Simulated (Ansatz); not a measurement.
**NHS (triplet): the correlation ladder, def2-QZVPP**

The task here is to estimate one member of a computed series from the others.

Method: def2-QZVPP, core rule «outside noble gas», up to 6 orbitals frozen; program: Ansatz 0.2.0, Gaussian basis.

The runs, in order: UHF; ROHF; CCSD(T) on UHF.

2 further runs of the same task are left out: 2 set aside as unsound or not needed.

**The geometry**

The geometry is a PBE0/def2-TZVP stationary point (not a proven minimum).

3 atoms, charge 0, spin multiplicity 3.

Atoms are counted from 1 here; the program's logs count them from 0.

Bond lengths: N1–S2 1.625 Å, S2–H3 1.355 Å. Angles: N1–S2–H3 98.1°.

The first run:

Input file in.yaml:

```yaml
crystal:
  periodic: [false, false, false]
  atoms:
    - {symbol: N, position_ang: [0.000000, 0.057746, 1.144666]}
    - {symbol: S, position_ang: [0.000000, -0.064782, -0.475896]}
    - {symbol: H, position_ang: [0.000000, 1.258410, -0.767310]}
basis:
  gaussian: {orbitals: "def2-QZVPP.json"}
magnetization: {spin_polarized: true, initial_magnetization: 2}
hamiltonian: {xc: hf}
output: {orbitals: {seedname: orbitals}}
```

Launch:

```console
ansatz run in.yaml --threads 1 --pin off --events-out ev --progress --plain --max-ram 2393MiB
```

Steps of the session up to this table: UHF; ROHF; CCSD(T) on UHF.

One of the session's tables, all rows but one given; the rest of the session is left out.

It belongs to the step «Misses and costs». 

| method | from UCCSD(T) (meV) |
| --- | --- |
| ROHF | +10873.2 |
| UHF | ? |
| UMP2 | +1376.1 |
| UCCSD | +485.2 |
| UCCSD(T) | 0 |

Q: Estimate the row for UHF from the others.

**Answer.** from UCCSD(T) (meV): +10533.8. In the column «from UCCSD(T) (meV)» it lies between UMP2 (+1376.1) and ROHF (+10873.2).
